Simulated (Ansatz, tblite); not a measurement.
**The cluster Bi₃: a ladder of methods and basis sets**

How do method and basis change the picture of the cluster Bi₃ (doublet)?

The runs use Ansatz 0.2.0, Gaussian basis; as each input shows.

Levels to be run: GFN1-xTB, GFN2-xTB, PBE-D4/def2-TZVP, r2SCAN-D4/def2-TZVP, r2SCANh-D4/def2-TZVP, ωB97M-V/def2-TZVP, revPBE-D4/def2-TZVP, HSE06-D4/def2-TZVP, ωB97X-V/def2-TZVP, PBE-D4/def2-SVP, PBE0-D4/def2-SVP, PBE0-D4/def2-TZVPD, PBE-D4/def2-TZVPD, r2SCAN-D4/def2-TZVPD, CCSD(T)/def2-SVP, MP2/def2-TZVP, RPA/def2-TZVP.

**1. The structure**

The geometry is that of the doublet, from an earlier relaxation (PBE0-D4/def2-SVP). At that level it is the lowest of the isomers that a small search found.

3 atoms, charge 0, spin multiplicity 2.

Bond lengths: Bi1–Bi2 3.032 Å, Bi1–Bi3 2.869 Å, Bi2–Bi3 2.871 Å. Angles: Bi2–Bi1–Bi3 58.1°, Bi1–Bi2–Bi3 58.1°, Bi1–Bi3–Bi2 63.8°.

Geometry (Å):

```xyz
3

Bi   -1.0961    1.3232    0.0582
Bi    0.2967   -1.0504    1.3297
Bi    0.7994   -0.2729   -1.3879
```

Bi takes a core potential in the def2 sets. No spin-orbit coupling is included.

PBE0-D4/def2-TZVP was run before; its log isn't repeated, and its numbers join the tables.

**2. GFN1-xTB**

Tight binding, by tblite at 300 K electronic temperature and without a spin-polarisation term:

```python
tblite.interface.Calculator('GFN1-xTB', numbers, positions, charge=0, uhf=1).singlepoint()
```

Energy -178.6970 eV; 0.001 s.

**3. GFN2-xTB**

Tight binding, by tblite at 300 K electronic temperature and without a spin-polarisation term:

```python
tblite.interface.Calculator('GFN2-xTB', numbers, positions, charge=0, uhf=1).singlepoint()
```

Energy -193.1985 eV; 0.002 s.

**4. PBE-D4/def2-TZVP**

start.molden holds the orbitals of an earlier run on this state, given as this run's starting guess.

Input file in.yaml:

```yaml
crystal:
  periodic: [false, false, false]
  atoms:
    - {symbol: Bi, position_ang: [-1.096101, 1.323237, 0.058193]}
    - {symbol: Bi, position_ang: [0.296686, -1.050372, 1.329667]}
    - {symbol: Bi, position_ang: [0.799425, -0.272864, -1.387860]}
basis:
  gaussian: {orbitals: def2-TZVP, initial_orbitals: start.molden}
magnetization: {spin_polarized: true, initial_magnetization: 1}
hamiltonian: {xc: pbe, dispersion: d4}
scf: {omitted_lower_state_checks: [starts]}
output: {orbitals: {seedname: orbitals}}
```

Started as:

```
ansatz run in.yaml --threads 4 --pin off --events-out ev --progress --plain --max-ram 3916MiB
```

After this run come: r2SCAN-D4/def2-TZVP; r2SCANh-D4/def2-TZVP; ωB97M-V/def2-TZVP; revPBE-D4/def2-TZVP; HSE06-D4/def2-TZVP; ωB97X-V/def2-TZVP; PBE-D4/def2-SVP; PBE0-D4/def2-SVP; PBE0-D4/def2-TZVPD; PBE-D4/def2-TZVPD; r2SCAN-D4/def2-TZVPD; CCSD(T)/def2-SVP; MP2/def2-TZVP; RPA/def2-TZVP.

Q: Predict the results of all the runs planned. Wanted: gap in def2-TZVP, named functionals, smallest and largest; correlation energy, CCSD(T)/def2-SVP; correlation energy, MP2/def2-TZVP; binding an atom, functionals in def2-TZVP; ⟨S²⟩ in def2-TZVP, named functionals, smallest and largest; PBE0 total energy, smallest basis above largest.

As calculated:

| quantity | value |
| --- | --- |
| gap in def2-TZVP, named functionals, smallest and largest | 0.38 eV (PBE-D4), 5.63 eV (ωB97X-V) |
| correlation energy, CCSD(T)/def2-SVP | -9.00 eV |
| correlation energy, MP2/def2-TZVP | -33.79 eV |
| binding an atom, functionals in def2-TZVP | 1.34 (ωB97M-V) to 1.74 eV (PBE-D4) |
| ⟨S²⟩ in def2-TZVP, named functionals, smallest and largest | 0.803, 1.113 |
| PBE0 total energy, smallest basis above largest | 0.56 eV (def2-SVP, def2-TZVPD) |

Orbital gaps of the named functionals in def2-TZVP span 0.38 eV (PBE-D4) to 5.63 eV (ωB97X-V); exact exchange widens it. Over the named functionals in def2-TZVP spin contamination reaches 0.36 (ωB97M-V), so some levels may describe another state. Notes on CCSD(T)/def2-SVP: spin contamination.
